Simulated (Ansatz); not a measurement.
bcc W

Level of theory: HSE06-D3(BJ) in Ansatz (plane waves, PAW).

Settings: plane-wave cutoff 460 eV, 14×14×14 k mesh, Fermi–Dirac smearing 0.05 eV, no spin polarisation, scalar-relativistic PAW data made under PBE.

Cell (relaxed at this level):

```
CELL_PARAMETERS angstrom
     -1.56486     1.56486     1.56486
      1.56486    -1.56486     1.56486
      1.56486     1.56486    -1.56486
ATOMIC_POSITIONS crystal
  W  0.00000 0.00000 0.00000
```

```yaml
bulk modulus B0: 360 GPa
pressure derivative B′ of the bulk modulus: 4.2
```

Measured, for comparison: bulk modulus 312 GPa (zero-point energy and finite temperature contributions removed, our sources range from 300 to 328; as tabulated in doi:10.1021/acs.jctc.3c00612). Computed (rounded) less measured: bulk modulus +15 % (+10 % to +20 % over the range).

Spin–orbit coupling is not included.

Static lattice: no zero-point or thermal effects.

It cost about 9 core-minutes (a rough figure) of CPU time.

Ansatz is a quantum-chemistry and plane-wave program.
